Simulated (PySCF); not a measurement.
## Identify the compound

An unknown has the formula C5H10O. Its calculated NMR data are:

¹H NMR (500 MHz, computed): δ 2.64 (sept, 1H), 2.11 (s, 3H), 1.04 (d, 6H).

¹³C{¹H} NMR (computed): δ 220.1, 45.1, 29.8, 21.0.

Rapidly exchanging positions averaged, non-relativistic Hamiltonian, no solvent, a single conformation. Geometry from PBE0-D3(BJ)/def2-TZVP; GIAO B97-2/pcSseg-2 shieldings; PySCF 2.14.

Scale: ¹H, ¹³C vs TMS (reference shieldings calculated alike).

Q: Which of these isomers gave the spectra?
A. CCCC(C)=O
B. C1CCOCC1
C. CCC(=O)CC
D. CC(=O)C(C)C
E. CC(C)(C)C=O

A: D. 

1. The formula gives 1 degree of unsaturation (no ring in the answer).
2. 4 carbon signals for 5 carbons: some carbons are equivalent by symmetry or fast rotation.
3. Carbon types of the structure: 1 × C, 1 × CH, 3 × CH3, which accounts for all hydrogens.
4. δC 220.1: ketone carbonyl carbon; the double bond to the heteroatom, with no lone-pair donor beside it, deshields it most.
5. δC 45.1: sp3 CH α to a carbonyl; α to the electron-withdrawing carbonyl group.
6. δC 29.8: methyl carbon α to a carbonyl; α to the electron-withdrawing carbonyl group.
7. δC 21.0: methyl carbon; saturated and bonded to C and H only.
8. δH 2.64: hydrogen on an sp3 CH α to a carbonyl; α to C=O.

The others: C1CCOCC1 would give 3 carbon signals, not 4; CCC(=O)CC would give 3 carbon signals, not 4; CC(C)(C)C=O would give 3 carbon signals, not 4; CCCC(C)=O would give 5 carbon signals, not 4.

Shifts are as computed. Against solution values, carbons near 30 ppm lie about +3 ppm off and those near 130 ppm about +7 ppm. Of 1211 compounds with measured shifts, 218 miss one by over three times the rms of a fit or turn the order of signals round; such compounds aren't used in these exercises. Multiplicities follow the n + 1 count of equivalent neighbours, as no J values were calculated; m marks all less simple cases, F and P coupling included.
